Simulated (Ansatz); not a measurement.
The same path of C2H2 (4 atoms, charge 0, multiplicity 1) was run twice with different band settings. Made: C2–H3.

Theory: RKS PBE0/def2-SVP in Ansatz 0.2.0.

Relaxed end points:

```xyz
4
Properties=species:S:1:pos:R:3
C 0.158 -0.547 0.202
C -0.158 0.547 -0.202
H 0.436 -1.521 0.562
H -0.436 1.521 -0.562
```

```xyz
4
Properties=species:S:1:pos:R:3
C 0.671 -0.828 -0.368
C -0.006 0.227 -0.176
H -0.147 -0.581 0.703
H -0.518 1.181 -0.158
```

Common settings: movable images 5; climbing image yes; spring 5.0 eV/Å²; start path through a guess of the saddle point; force threshold 0.05 eV/Å; iteration limit 60; end points relaxed.

| run | optimiser | largest step |
| --- | --- | --- |
| 1 | quadratic models (default) | default |
| 2 | lbfgs | 0.02 Å |

What does each run give, and how far can it be trusted?

Run 1: converged after 8 iterations, highest image 1.993 eV above the first end. A vibrational analysis at the climbing image gives one clearly imaginary mode, 857i cm⁻¹: a first-order saddle point.
Run 2: converged after 54 iterations, highest image 1.993 eV above the first end. Another band between the same ends (5 images) ends at a top of the same energy, where a vibrational analysis finds 1 clearly imaginary mode.
